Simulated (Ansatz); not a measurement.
The input, for Ansatz 0.2.0:

```yaml
crystal:
  periodic: [false, false, false]
  atoms:
    - {symbol: Cl, position_ang: [-1.626685, 0.026478, 0.000000]}
    - {symbol: H, position_ang: [-0.012685, 0.026478, 0.000000]}
    - {symbol: Si, position_ang: [1.875315, 0.026478, 0.000000]}
    - {symbol: H, position_ang: [2.487495, -0.847806, 1.090012]}
    - {symbol: H, position_ang: [2.487495, -0.847806, -1.090012]}
basis:
  gaussian: {orbitals: cc-pVTZ}
magnetization: {spin_polarized: false}
correlation: {method: bccd_t, electrons: outside_noble_gas}
```

```sh
$ ansatz run in.yaml --threads 2 --pin off --events-out ev --progress --plain --max-ram 24576MiB --backend cuda --devices 0, --max-vram 18GiB
```

(1) Roughly how long does this take on 2 threads of AMD EPYC 7R13 with a shared H100 80 GB, shared host, and how much host memory?

```
633 factors; integrals over basis functions are off by at most 1.2e-3 eV
mean field evaluation 1: about -20409.4214 eV, gradient 1.7e1 eV
mean field evaluation 2: about -20409.5039 eV, gradient 1.8e1 eV
mean field evaluation 4: about -20410.9740 eV, gradient 1.9e0 eV
mean field evaluation 8: about -20411.0215 eV, gradient 3.7e-1 eV
mean field evaluation 16: about -20411.0251 eV, gradient 3.9e-6 eV
mean field -20411.02511469 eV, -750.0913378752 hartree, gradient 3.9e-6 eV, S^2 0.000000; 0 other end points of the search recorded, 0 dependent functions left out; unrestricted orbitals would lower it
10 core orbitals not correlated: weight in the atoms' cores, before any rotation towards them, 1.000 or more for the frozen orbitals, at most 0.000 for the correlated occupied ones
reference -20411.02511469 eV, -750.0913378752 hartree; 7, 7 occupied and 93, 93 virtual orbitals, 633 factors
second order -8.98411365 eV of doubles, -0.00000000 eV of singles
cycle   1  -9.77265518 eV  change   -7.9e-1 eV  update   8.0e-2
cycle   2  -10.08655967 eV  change   -3.1e-1 eV  update   3.2e-2
cycle   3  -10.14870962 eV  change   -6.2e-2 eV  update   1.8e-2
cycle   4  -10.14260084 eV  change    6.1e-3 eV  update   7.3e-3
cycle   5  -10.14083703 eV  change    1.8e-3 eV  update   4.0e-3
cycle   6  -10.14152178 eV  change   -6.8e-4 eV  update   1.5e-3
cycle   7  -10.14142417 eV  change    9.8e-5 eV  update   7.9e-4
cycle   8  -10.14150694 eV  change   -8.3e-5 eV  update   4.3e-4
cycle   9  -10.14158138 eV  change   -7.4e-5 eV  update   2.2e-4
cycle  10  -10.14150088 eV  change    8.0e-5 eV  update   1.1e-4
cycle  11  -10.14151154 eV  change   -1.1e-5 eV  update   5.2e-5
cycle  12  -10.14155080 eV  change   -3.9e-5 eV  update   1.8e-5
cycle  13  -10.14156608 eV  change   -1.5e-5 eV  update   7.6e-6
cycle  14  -10.14157222 eV  change   -6.1e-6 eV  update   3.3e-6
perturbative correction -0.44014605 eV, -0.0161750691 hartree
Total energy: -20421.60683296 eV, -750.4802088491 hartree
```

## Answers

(1) 16 s wall and 0.79 GiB.
